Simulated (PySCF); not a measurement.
Working out the ionisation energy of Ar

Ar [Ar] (1S) → Ar⁺ [Ne] 3s2 3p5 (2P). Computed with PySCF 2.14 in aug-cc-pCVQZ-DK, with scalar relativity by spin-free X2C-1e. Frozen: nothing. Energies in hartree (1 hartree = 27.21139 eV):

| part | Ar (lower) | Ar⁺ (upper) |
| --- | --- | --- |
| UHF | -528.626034 | -528.092181 |
| MP2 opposite-spin | -0.476189 | -0.442480 |
| MP2 same-spin | -0.164671 | -0.149389 |

Problem. What does Hartree-Fock give?

Solution. (-528.092181) − (-528.626034) = 0.533853 hartree = 14.527 eV.

Problem. What do MP2 and SCS-MP2 (6/5 opposite-spin, 1/3 same-spin) give?

Solution. The opposite-spin parts differ by 0.917 eV and the same-spin parts by 0.416 eV. MP2: 14.527 + (0.917) + (0.416) = 15.860 eV. SCS-MP2: 14.527 + 1.2 × (0.917) + (0.416)/3 = 15.766 eV.

Measured between the centres of the two terms (NIST): 15.819 eV, so MP2 (all electrons) is off by 0.041 eV.

What remains against the reference includes basis incompleteness and correlation beyond second order.
